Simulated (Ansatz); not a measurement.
The cluster Al3, relaxed as a doublet with UKS PBE0-D4/def2-TZVP in Ansatz, starting from the GFN2-xTB geometry. Force threshold 0.02 eV/Å.

The structure comes from a short search, and lower isomers may exist.

Start:

```
atom   x (Å)   y (Å)   z (Å)
 Al1  -0.497  -1.401   0.348
 Al2  -0.027   1.104   1.053
 Al3   0.525   0.297  -1.401
```

```json
{"step": "1", "energy (eV)": "-19779.6513", "largest force component (eV/Å)": "0.684", "SCF passes": "18"}
{"step": "2", "energy (eV)": "-19779.7478", "largest force component (eV/Å)": "0.050", "SCF passes": "24"}
{"step": "3", "energy (eV)": "-19779.7482", "largest force component (eV/Å)": "0.004", "SCF passes": "18"}
```

Force components are those of the run's own axes.

End:

```tsv
atom	x (Å)	y (Å)	z (Å)
Al1	-0.473	-1.330	0.331
Al2	-0.026	1.049	1.001
Al3	0.499	0.282	-1.332
```

By distances, no bond broke or formed. The bond that changes most is Al1–Al2, from 2.64 to 2.51 Å (atoms count from 1).

No frequencies were taken in this run, so the end may be a saddle point.

Hardware: 2 threads of Intel Xeon 6975P-C on a shared host. Wall time 2.5 s.
